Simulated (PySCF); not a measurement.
**Vibration and rotation of MgF⁺**

RHF-CCSD(T) constants of MgF⁺, ¹Σ⁺ (singlet), closed shell (PySCF, no relativity, basis sets Mg aug-pcseg-1, F aug-pcseg-1; masses 23.9850 and 18.9984 u):

| Quantity | Value |
| --- | --- |
| ωe | 817.9 cm⁻¹ |
| ωexe | 4.04 cm⁻¹ |
| Be | 0.53349 cm⁻¹ |
| αe | 0.00408 cm⁻¹ |
| De to Mg⁺ + F | 4.22 eV |

Task: What force constant and bond length do these constants imply?

Result: Reduced mass μred = 10.601 u; k = 5.8918×10⁻⁷·μred·ωe² (u, cm⁻¹, mdyn/Å) = 4.18 mdyn/Å; Re = √(16.8576/(μred·Be)) (u, cm⁻¹, Å) = 1.726 Å.

Task: Estimate the centrifugal constant D from the Kratzer relation and find the Dunham coefficient a1.

Result: D = 4Be³/ωe² = 9.08e-07 cm⁻¹; a1 = −1 − αeωe/(6Be²) = -2.95.

Correlated steps freeze 2 core orbitals. Correlated levels converge slowly with the basis: in double zeta they bind strong bonds too weakly, by up to about 1 eV, and carry superposition errors of some tenths. For an ion De counts to the pair picked by the measured ionisation energies or electron affinities, which need not be the lowest pair at this level. Where the molecule has an RHF reference, its open-shell atoms are computed with UHF.
